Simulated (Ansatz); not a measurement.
Tetradymite Bi2Se3 was calculated with PBE (plane waves, PAW; Ansatz, a program for electronic structure).

Settings: plane-wave cutoff 520 eV, 10×10×10 k mesh, scalar-relativistic PAW data made under PBE.

Computed at the level's own relaxed cell.

Elastic tensor (GPa, Voigt notation, ions relaxed):

```
   63.3    17.0     2.9    -1.0     0.0     0.0
   17.0    63.3     2.9     1.0     0.0     0.0
    2.9     2.9     4.0     0.0     0.0     0.0
   -1.0     1.0     0.0     1.9     0.0     0.0
    0.0     0.0     0.0     0.0     1.9    -1.0
    0.0     0.0     0.0     0.0    -1.0    23.1
```

**Question.** Work out the Voigt, Reuss and Hill averages of the bulk and shear moduli, Young's modulus and Poisson's ratio from the printed constants.

**Answer.** K_V = [C11 + C22 + C33 + 2(C12 + C13 + C23)]/9 = [130.6 + 2 × 22.8]/9 = 19.6 GPa. G_V = [130.6 − 22.8 + 3 × 26.9]/15 = 12.6 GPa. From the compliances S = C⁻¹, K_R = 4.0 and G_R = 3.2 GPa. Hill means: K = 11.8, G = 7.9 GPa. E = 9KG/(3K + G) = 19 GPa, ν = (3K − 2G)/(6K + 2G) = 0.23, K/G = 1.49.

Note: the cell comes from a level without a dispersion term, which matters for the spacing of layers, chains or molecules; the cell has widely spaced layers and the level no dispersion term, so their spacing and the moduli can rest on weak binding.

Spin–orbit coupling is not included; it can shift volumes and moduli of such heavy elements.
